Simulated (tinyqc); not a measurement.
Inside a calculation. Method: harmonic frequencies on the B3LYP (VWN-RPA form)/sto-3g surface (energies and gradients from PySCF), for H2O, spin multiplicity 1. Computed by tinyqc, a small Python program that keeps every step (integrals from PySCF). Settings: charge = 0, multiplicity = 1, basis = sto-3g, functional = b3lyp, delta = 0.01. Command: `OMP_NUM_THREADS=1 python tinyqc.py 24862 24863 out.jsonl` (the two numbers bound the seeds that draw the settings). One thread of a shared host (Intel(R) Xeon(R) Processor @ 2.60GHz), about 10 s of CPU time with the checks.

## One row of the Hessian: 2Hy

optimised positions (bohr), order 1O, 2H, 3H:
$$\begin{pmatrix}
0.0304 & -0.0254 & -0.1011 \\
-0.0425 & 1.4822 & 1.1192 \\
0.0027 & -1.4265 & 1.2420
\end{pmatrix}$$

gradient at +delta (hartree/bohr), order 1O, 2H, 3H:
$$\begin{pmatrix}
0.000110 & -0.003095 & -0.001516 \\
-0.000136 & 0.003440 & 0.002005 \\
0.000025 & -0.000348 & -0.000490
\end{pmatrix}$$

gradient at -delta (hartree/bohr), order 1O, 2H, 3H:
$$\begin{pmatrix}
-0.000117 & 0.003149 & 0.001577 \\
0.000141 & -0.003505 & -0.002075 \\
-0.000025 & 0.000352 & 0.000497
\end{pmatrix}$$

Displace 2Hy by +/-0.01 bohr; H(k, :) = (g(+) - g(-)) / (2 delta).

row of the Hessian (hartree/bohr^2): 1Ox 0.011372, 1Oy -0.312224, 1Oz -0.154630, 2Hx -0.013833, 2Hy 0.347214, 2Hz 0.203988, 3Hx 0.002506, 3Hy -0.035016, 3Hz -0.049375

## Hessian by finite differences

All rows are made in the same way, and the matrix is symmetrised.

Hessian (symmetrised) (hartree/bohr^2):
```
           1Ox        1Oy        1Oz        2Hx        2Hy        2Hz        3Hx        3Hy
1Ox   0.000852  -0.010000  -0.019588  -0.000732   0.011348   0.013565  -0.000167  -0.001346
1Oy  -0.010000   0.589753  -0.003671   0.015306  -0.312211  -0.257386  -0.005320  -0.277539
1Oz  -0.019588  -0.003671   0.510438   0.011798  -0.154613  -0.237661   0.007816   0.158269
2Hx  -0.000732   0.015306   0.011798   0.000712  -0.013831  -0.012175   0.000011  -0.001459
2Hy   0.011348  -0.312211  -0.154613  -0.013831   0.347214   0.203980   0.002506  -0.035016
2Hz   0.013565  -0.257386  -0.237661  -0.012175   0.203980   0.224715  -0.001418   0.053416
3Hx  -0.000167  -0.005320   0.007816   0.000011   0.002506  -0.001418   0.000211   0.002795
3Hy  -0.001346  -0.277539   0.158269  -0.001459  -0.035016   0.053416   0.002795   0.312564
3Hz   0.006043   0.261054  -0.272810   0.000348  -0.049375   0.012965  -0.006389  -0.211673

           3Hz
1Ox   0.006043
1Oy   0.261054
1Oz  -0.272810
2Hx   0.000348
2Hy  -0.049375
2Hz   0.012965
3Hx  -0.006389
3Hy  -0.211673
3Hz   0.259859
```

## Normal modes

masses (u): 1O 15.9949, 2H 1.0078, 3H 1.0078

Diagonalise H_ij / sqrt(m_i m_j); the 6 smallest eigenvalues belong to translations and rotations; wavenumber = sqrt(eigenvalue / 1822.888) x 219474.63; each mode has its largest component positive (the first on a tie); zero-point energy = sum of wavenumbers / 2, with 349.755 1/cm per kcal/mol.

eigenvalues of the mass-weighted Hessian (hartree/(bohr^2 u)): [0.0000, 0.0000, 0.0000, 0.0000, 0.0000, 0.0000, 0.1539, 0.4940, 0.5573]

harmonic wavenumbers of the vibrations (1/cm): [2016.9, 3613.0, 3837.5]

mass-weighted modes, order 1Ox, 1Oy, 1Oz, 2Hx, 2Hy, 2Hz, 3Hx, 3Hy, 3Hz:
$$\begin{pmatrix}
0.0102 & 0.0082 & 0.0040 \\
-0.0109 & -0.0086 & -0.2570 \\
-0.2615 & -0.2078 & 0.0108 \\
-0.0136 & -0.0249 & -0.0257 \\
-0.4177 & 0.5702 & 0.5308 \\
0.5394 & 0.3904 & 0.4297 \\
-0.0273 & -0.0077 & 0.0098 \\
0.4611 & -0.5359 & 0.4931 \\
0.5024 & 0.4373 & -0.4727
\end{pmatrix}$$

zero-point energy = 13.5343 kcal/mol
